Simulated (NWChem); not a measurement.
hydrogen chloride (HCl); SMILES Cl

Results from NWChem. Geometry: optimised at PBE0/def2-SVP. Level: PBE0/def2-SVP with SMD (1 M gas to 1 M solution), gas-phase geometry.

For solvent n-hexane:

- cavity-dispersion-structure term (kcal/mol): -1.1
- dipole in solution (D): 1.51

**Question.** What are these values for solvent water?

**Answer.** The cavity-dispersion-structure term (kcal/mol) is 1.2 and the dipole in solution (D) comes out as 1.68.
